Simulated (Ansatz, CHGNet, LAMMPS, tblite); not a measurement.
## Ladder of methods for the lattice constant a of zinc-blende CdSe

Reference value: 6.077 Å (measured, room temperature, no zero-point or thermal correction, our sources range from 6.052 to 6.084; as tabulated in arXiv:1206.3780).

| level (code) | value (Å) | difference (%) |
|---|---|---|
| ionic model fan2014 (rigid ions, LAMMPS) | 6.074 | -0.05 |
| GFN1-xTB (tblite) | 6.195 | +1.94 |
| CHGNet-r²SCAN | 6.135 | +0.95 |
| LDA (Ansatz) | 6.008 | -1.14 |
| PBE (Ansatz) | 6.196 | +1.96 |
| PBE-D3(BJ) (Ansatz) | 6.111 | +0.56 |
| PBE-D4 (Ansatz) | 6.113 | +0.59 |
| r²SCAN+rVV10 (Ansatz) | 6.101 | +0.39 |
| HSE06-D3(BJ) (Ansatz) | 6.052 | -0.41 |
| PBE0 (Ansatz) | 6.139 | +1.02 |
| PBE0-D3(BJ) (Ansatz) | 6.056 | -0.35 |
| Hartree–Fock (Ansatz) | 6.300 | +3.67 |

The reference is not for a static lattice or low temperature, so close values are not ranked against it. Off by more than 1.25 %, or 1.75 % on the side where a correction would as a rule narrow the miss (bounds picked here): Hartree–Fock (+3.67 %), PBE (+1.96 %), GFN1-xTB (+1.94 %).

The measured value isn't corrected to a static lattice, so vibrations enter the comparison. A static lattice is as a rule a little smaller than the measured one.  GFN1-xTB: the method was fitted mainly to molecules. GFN1-xTB: the run uses a supercell at the zone centre in place of a k mesh. Hartree–Fock: the cell is over a tenth larger than the published one: the level's own overestimate first of all, though another phase or state, or a fault of the published cell, is possible. Cutoffs and k meshes differ between the levels. Ansatz's density-functional and Hartree–Fock values are scalar-relativistic unless marked +SOC, with PAW data made under PBE.

Empirical potentials (ionic model fan2014) are fitted to chosen data: where that held the value shown, agreement is built in, and what lay outside the fit can be far off. Machine-learned potentials (CHGNet-r²SCAN) are trained on DFT data: a solid inside that data is no test of them.

Differences are worked out from the printed values.

Ansatz is an electronic-structure program.
